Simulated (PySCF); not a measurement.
**SMILES O=C=C, C2H2O**

Geometry:
```json
{"atom": "C1", "x (Å)": "-0.524", "y (Å)": "-0.042", "z (Å)": "0.215"}
{"atom": "C2", "x (Å)": "0.731", "y (Å)": "-0.073", "z (Å)": "-0.177"}
{"atom": "O3", "x (Å)": "1.838", "y (Å)": "-0.099", "z (Å)": "-0.524"}
{"atom": "H4", "x (Å)": "-1.117", "y (Å)": "-0.956", "z (Å)": "0.191"}
{"atom": "H5", "x (Å)": "-0.956", "y (Å)": "0.898", "z (Å)": "0.560"}
```

Computed, not measured: PySCF, GIAO B3LYP/def2-SVP magnetisability, rotational g tensor and spin-rotation constants, non-relativistic, gas phase. Geometry: PBE0-D3(BJ)/def2-SVP.

Task: Give the nuclear spin-rotation constants along the inertial axes (H = +C I·J) beside the isotropic shieldings.

Result: Rotational constants 278.6333, 10.2765, 9.9110 GHz. A star marks the isotopologue with that one atom substituted, in its own axes.
| atom | isotope | Caa (kHz) | Cbb (kHz) | Ccc (kHz) | mean (kHz) | σ (ppm) |
| --- | --- | --- | --- | --- | --- | --- |
| H4 | 1H | -19.100 | -0.082 | -1.210 | -6.797 | 29.5 |
| H5 | 1H | -19.122 | -0.081 | -1.209 | -6.804 | 29.5 |
| C1 | 13C* | 22.752 | 1.483 | 0.838 | 8.358 | 191.6 |
| C2 | 13C* | 68.820 | 4.500 | 4.702 | 26.008 | 6.7 |
| O3 | 17O* | -95.456 | -1.798 | -4.405 | -33.886 | -0.5 |

For the geometry as given, no vibrational averaging.
